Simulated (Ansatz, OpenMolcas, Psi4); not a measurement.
## A ladder of methods for HBS (hydrogen boron sulfide)

HBS: 3 atoms, total charge 0, spin state singlet. SMILES: `B=S`. The shape is that of a PBE0-D4/def2-TZVP optimisation.

```xyz
3

B    -0.0387   -0.0146    0.1348
S     0.3992    0.1476   -1.3933
H    -0.3605   -0.1331    1.2585
```

Each level gives the HOMO–LUMO gap (eV). The values are calculated.

```csv
level,kind,program,value (eV),CPU time
PBE/def2-TZVPPD,GGA,Ansatz,5.26,3.6 s
revPBE/def2-TZVPPD,GGA,Ansatz,5.28,3.2 s
TPSS/def2-TZVPPD,meta-GGA,OpenMolcas,5.48,29 s
B3LYP/def2-TZVPPD,global hybrid,Psi4,6.82,6.4 s
PBE0/def2-TZVPPD,global hybrid,Psi4,7.29,9.7 s
CAM-B3LYP/def2-TZVPPD,range-separated hybrid,Psi4,9.65,7.6 s
wB97X/def2-TZVPPD,range-separated hybrid,Ansatz,11.76,13 s
B2PLYP/def2-TZVPPD,double hybrid,OpenMolcas,9.40,19 s
```

The values span 5.26 to 11.76 eV. Orbital gaps aren't excitation energies, and those of double hybrids come from the SCF part alone; they tend to grow with the share of exact exchange. Times are those of the runs behind each value, whatever else they computed, on shared processors of several kinds: orders of magnitude only.
